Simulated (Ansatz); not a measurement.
Input:

```yaml
crystal:
  periodic: [false, false, false]
  atoms:
    - { symbol: Si, position_ang: [0.033735, 0.000768, -0.355363] }
    - { symbol: H, position_ang: [-0.051561, -0.001647, 2.311741] }
    - { symbol: "N", position_ang: [1.664704, 0.000584, -0.9648] }
    - { symbol: H, position_ang: [2.234406, -0.831603, -0.885676] }
    - { symbol: H, position_ang: [2.23492, 0.832444, -0.885976] }
    - { symbol: H, position_ang: [-0.626994, 1.222357, -0.904269] }
    - { symbol: H, position_ang: [-0.626656, -1.221654, -0.902824] }
    - { symbol: C, position_ang: [-0.02812, -0.000613, 3.414481] }
    - { symbol: H, position_ang: [-0.576941, -0.864159, 3.789362] }
    - { symbol: H, position_ang: [1.005826, -0.050293, 3.755466] }
    - { symbol: H, position_ang: [-0.490318, 0.913716, 3.785757] }
magnetization:
  spin_polarized: true
  initial_magnetization: 1
basis:
  gaussian: { orbitals: def2-mTZVP }
hamiltonian:
  xc: b3lyp
relax:
  f_tol: 0.03
  max_steps: 50
```

Launched with:

```bash
$ ansatz run input.yaml --threads 2 --pin off --max-ram 3072MiB --backend cpu --events-out ev --progress --plain --runs-dir out
```

Hardware: 2 threads of AMD EPYC 7R43 64-Core Processor (Zen 3), with other jobs on the host.

Q: Roughly how long does this run take, and how much memory?

A: 19 s, with a peak of 0.21 GiB, for 8 ionic steps.
